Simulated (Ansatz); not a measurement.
A made-up structure of C$_{2}$H$_{4}$B (charge -1), singlet:

```csv
atom,x (Å),y (Å),z (Å)
B1,-1.0487,0.4236,-0.7711
C2,0.0397,-0.0161,0.0292
C3,1.0506,-0.4244,0.7726
H4,-2.1170,-0.1596,-0.7556
H5,-0.9441,1.3962,-1.4955
H6,1.7954,-1.1515,0.4242
H7,-0.6682,-0.4629,-1.3971
```

It is relaxed with PBE-D4/def2-SVPD and then PBE0-D4/def2-TZVPD (Ansatz 0.2.0). Atoms count as bonded within 1.22 times the sum of their covalent radii (H–H: 0.88 Å). The end point is not checked to be a true minimum.

Q: Does its bonding change? (A judgement: the text doesn't fix the answer.)

A: The calculation gives: No: no bond forms or breaks.

Where it ends: The first stage lowers the energy by 1.54 eV in 8 steps. It ends as C₂H₄B ([BH3][C][CH]), total charge -1:
B1  (-1.040, 0.237, -1.014)
C2  (0.178, -0.228, -0.132)
C3  (1.120, -0.587, 0.552)
H4  (-2.096, 0.020, -0.418)
H5  (-0.951, 1.443, -1.249)
H6  (1.943, -0.900, 1.149)
H7  (-1.047, -0.381, -2.080)
(Å)

Labels in which every atom is bracketed show which atoms are joined, not bond orders.

For scale, one of the runs: PBE0-D4/def2-TZVPD relaxation, 147 basis functions, launched by `ansatz run in.yaml --threads 2 --pin off --events-out ev --progress --plain --max-ram 4352MiB`. The run took about 19 s on 2 CPU threads of an Arm Neoverse N1 (shared host).
